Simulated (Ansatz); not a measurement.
C2H4N2O (`N#COCN`), relaxed with RKS PBE0-D4/def2-TZVP in Ansatz 0.2.0 from a PBE-D4/def2-SVP geometry. The force threshold is 0.005 eV/Å; the program also tests the step.

Total charge 0; spin multiplicity 1.

Start:

```xyz
9

N     1.102   -2.531    1.406
C     1.017   -1.519    0.806
O     0.936   -0.414    0.149
C    -0.488    0.146   -0.035
N    -0.476    1.333   -0.752
H    -0.879    0.282    0.993
H    -1.046   -0.654   -0.560
H    -0.160    1.245   -1.722
H    -0.005    2.112   -0.284
```

```csv
step,energy (eV),largest force (eV/Å),largest move (Å)
1,-7159.6801,1.682,0.000
2,-7159.7436,0.262,0.048
3,-7159.7477,0.186,0.012
4,-7159.7485,0.090,0.005
5 (rejected),-7159.7483,0.111,0.002
6,-7159.7486,0.053,0.001
7,-7159.7487,0.011,0.003
8,-7159.7487,0.005,0.002
```

End:

```xyz
9

N     1.066   -2.488    1.385
C     0.998   -1.497    0.794
O     0.930   -0.401    0.141
C    -0.473    0.133   -0.029
N    -0.469    1.318   -0.743
H    -0.856    0.270    0.982
H    -1.021   -0.653   -0.549
H    -0.164    1.231   -1.701
H    -0.011    2.087   -0.280
```

Run time 50 s (2 threads of an AMD EPYC on a shared host); peak host memory 0.37 GiB.
